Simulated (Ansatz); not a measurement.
Density of states of H (I4/mmm, a = 3.650 Å, b = 3.650 Å, c = 4.680 Å, α = 90.00°, β = 90.00°, γ = 90.00°), in states per eV and primitive cell, averaged over bins of 0.4 eV. All numbers below come from Ansatz 0.2.0, DFT r2SCAN, scalar-relativistic, plane waves, PAW.

Settings: cutoff 500 eV, Γ-centred mesh 10×10×10 on the computed 2-atom cell, Gaussian smearing of 0.02 eV; no spin polarisation.

The cell is relaxed at this level. The states (both spins) are summed by tetrahedra on a 15×15×15 mesh at the self-consistent density. Energies are bin centres; the table starts no lower than −8 eV and ends at 6 eV, or lower where the solved bands end.

The gap is 10.29 eV at this level, with the zero inside it.

```tsv
E − E_F (eV)	total	H 1s
-6.35	0.32	0.30
-5.95	1.00	0.96
-5.55	3.23	3.14
-5.15	0.45	0.44
-4.75	0.00	0.00
-4.35	0.00	0.00
-3.95	0.00	0.00
-3.55	0.00	0.00
-3.15	0.00	0.00
-2.75	0.00	0.00
-2.35	0.00	0.00
-1.95	0.00	0.00
-1.55	0.00	0.00
-1.15	0.00	0.00
-0.75	0.00	0.00
-0.35	0.00	0.00
0.05	0.00	0.00
0.45	0.00	0.00
0.85	0.00	0.00
1.25	0.00	0.00
1.65	0.00	0.00
2.05	0.00	0.00
2.45	0.00	0.00
2.85	0.00	0.00
3.25	0.00	0.00
3.65	0.00	0.00
4.05	0.00	0.00
4.45	0.00	0.00
4.85	0.00	0.00
5.25	0.24	0.14
5.65	1.18	0.77
```

The columns after the total are the Löwdin projections on the occupied valence shells of the potentials. The rest of the total lies in shells that are empty in the free atom, which aren't projected, and between the atoms.

The cell holds molecules, and where no dispersion correction was added their binding is poorly described.

Whether H exists in this form wasn't checked.

Cost: 1 run of about 0.45 core-minutes, on Arm Neoverse V1 (shared hosts).